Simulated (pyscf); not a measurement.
HO–GeH₃ (SMILES [OH][GeH3]) + H₂B–F (SMILES BF) → H₂B–O–GeH₃ (SMILES B[O][GeH3]) + HF (SMILES F) (four-centre exchange; singlet surface; H–O, B–F broken, B–O, F–H formed). PySCF, gas phase, ωB97X-D3(BJ)/def2-SVP geometries. Energies in eV from the separated reactants.

| level | barrier | reaction energy |
|---|---|---|
| ωB97X-D3(BJ)/def2-TZVP | … | -0.02 |
| PBE/def2-TZVP | 0.28 | +0.01 |
| r²SCAN/def2-TZVP | … | … |
| PBE0-D3(BJ)/def2-TZVP | 0.31 | -0.02 |
| M06-2X/def2-TZVP | 0.36 | -0.02 |
| ωB97M-D3(BJ)/def2-TZVP | 0.41 | 0.00 |

Q: Fill in the missing entries.

A: 
- ωB97X-D3(BJ)/def2-TZVP, barrier: 0.40
- r²SCAN/def2-TZVP, barrier: 0.30
- r²SCAN/def2-TZVP, reaction energy: +0.02

The functionals in the table span 0.14 eV in this barrier, from PBE to ωB97M-D3(BJ)/def2-TZVP. On the reactant side the descent ends in an adduct with a B–O contact, 0.63 eV under the separated species and 1.03 eV under the saddle at ωB97X-D3(BJ)/def2-TZVP. On the product side the descent ends in a bound adduct, 0.36 eV under the separated species and 0.78 eV under the saddle at ωB97X-D3(BJ)/def2-TZVP. What is counted as formed (B–O) is already present as a longer contact in the reactant adduct; forming that adduct is a step of its own. One saddle was located; it need not be the lowest between these sides. Elements up to Kr have no core potential and no relativistic terms here.
